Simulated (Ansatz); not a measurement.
in.yaml

```yaml
crystal:
  periodic: [false, false, false]
  atoms:
    - {symbol: Ga, position_ang: [0.000000, 0.000000, 2.759123]}
    - {symbol: Be, position_ang: [0.000000, 0.000000, -0.699877]}
    - {symbol: H, position_ang: [0.000000, 0.000000, -2.059247]}
basis:
  gaussian: {orbitals: cc-pVDZ}
correlation: {method: fci, electrons: outside_noble_gas}
```

```sh
$ ansatz run in.yaml --threads 1 --pin off --events-out ev --progress --plain --max-ram 2393MiB
```

The program prints:

```
847 factors; integrals over basis functions are off by at most 2.4e-7 eV
mean field evaluation 1: about -52743.8089 eV, gradient 1.0e1 eV
mean field evaluation 2: about -52743.8602 eV, gradient 1.0e1 eV
mean field evaluation 4: about -52745.1364 eV, gradient 1.2e0 eV
mean field evaluation 8: about -52745.1531 eV, gradient 2.1e-1 eV
mean field evaluation 16: about -52717.1714 eV, gradient 3.0e1 eV
mean field evaluation 32: about -52745.1506 eV, gradient 9.6e-1 eV
mean field -52745.15360779 eV, -1938.3486431371 hartree, gradient 5.4e-7 eV, S^2 0.000000; 3 other end points of the search recorded, 0 dependent functions left out; unrestricted orbitals would lower it
15 core orbitals not correlated: weight in the atoms' cores, before any rotation towards them, 1.000 or more for the frozen orbitals, at most 0.000 for the correlated occupied ones
reference -52745.15360779 eV, -1938.3486431371 hartree; 3, 3 occupied and 28, 28 virtual orbitals, 847 factors
state -52748.29021241 eV, -1938.4639112310 hartree
Total energy: -52748.29021241 eV, -1938.4639112310 hartree
```

Natural occupations: 1.9502 1.9091 1.8227 0.1211 0.0414 0.0414 0.0214 0.0214 0.0166 0.0085 0.0082 0.0082 0.0066 0.0053 0.0041 0.0041 0.0041 0.0014 0.0007 0.0007 0.0006 0.0004 0.0004 0.0003.

Ran on 1 thread of Arm Neoverse V1, shared host: 30 s wall, 0.51 GiB peak host memory.
